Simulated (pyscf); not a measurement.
H₂N–Si(NH₂)(OH)–Cl + hydrogen (H₂) -> H₂N–SiH(NH₂)–Cl + water (H₂O) (four-centre exchange; singlet surface; O–Si, H–H broken, H–Si, H–O formed). PySCF, gas phase, ωB97X-D3(BJ)/def2-SVP geometries. Energies in kcal/mol from the separated reactants.

```tsv
level	barrier	reaction energy
ωB97X-D3(BJ)/def2-TZVP	57.1	+24.2
PBE/def2-TZVP	___	___
r²SCAN/def2-TZVP	54.4	+25.4
B3LYP-D3(BJ)/def2-TZVP	57.4	+23.9
ωB97M-D3(BJ)/def2-TZVP	___	+23.9
HF/def2-TZVP	75.3	+22.1
```

What belongs in the gaps?


- PBE/def2-TZVP, barrier: 50.5
- PBE/def2-TZVP, reaction energy: +22.0
- ωB97M-D3(BJ)/def2-TZVP, barrier: 56.3

The functionals in the table span 6.9 kcal/mol in this barrier, from PBE to B3LYP-D3(BJ). One saddle was located; it need not be the lowest between these sides.
